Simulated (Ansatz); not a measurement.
Geometry optimisation, RKS CAM-B3LYP-D4/def2-SVP in Ansatz 0.2.0.

Input file:

```yaml
crystal:
  periodic: [false, false, false]
  atoms:
    - { symbol: Si, position_ang: [0.0, 0.0, 0.0] }
    - { symbol: H, position_ang: [0.0, 0.0, 1.46] }
    - { symbol: H, position_ang: [1.3768, 0.0, -0.4862] }
    - { symbol: H, position_ang: [-0.6877, 1.1914, -0.4862] }
    - { symbol: H, position_ang: [-0.6877, -1.1914, -0.4862] }
basis:
  gaussian: { orbitals: def2-SVP }
hamiltonian:
  xc: cam_b3lyp
  dispersion: d4
relax:
  f_tol: 0.02
  max_steps: 40
output:
  orbitals: {}
```

Run as:

```bash
$ ansatz run input.yaml --threads 1 --pin off --max-ram 2048MiB --backend cpu --events-out ev --progress --plain --runs-dir out
```

Question: Where does it end, and by what steps?

Answer: It converged. After 2 steps the energy has fallen by 0.031 eV; H4 moved furthest, 0.03 Å.

```
step  energy less start (eV)  largest force component (eV/Å)  accepted
   0                  0.0000                           0.554       yes
   1                 -0.0288                           0.138       yes
   2                 -0.0309                           0.002       yes
```

```xyz
5
Properties=species:S:1:pos:R:3
Si 0.000 0.000 0.000
H 0.000 0.000 1.488
H 1.403 0.000 -0.495
H -0.701 1.214 -0.496
H -0.701 -1.214 -0.496
```

Time of the run: 2.4 s on 1 thread of Arm Neoverse V2, on a shared host, peak memory 0.089 GiB.
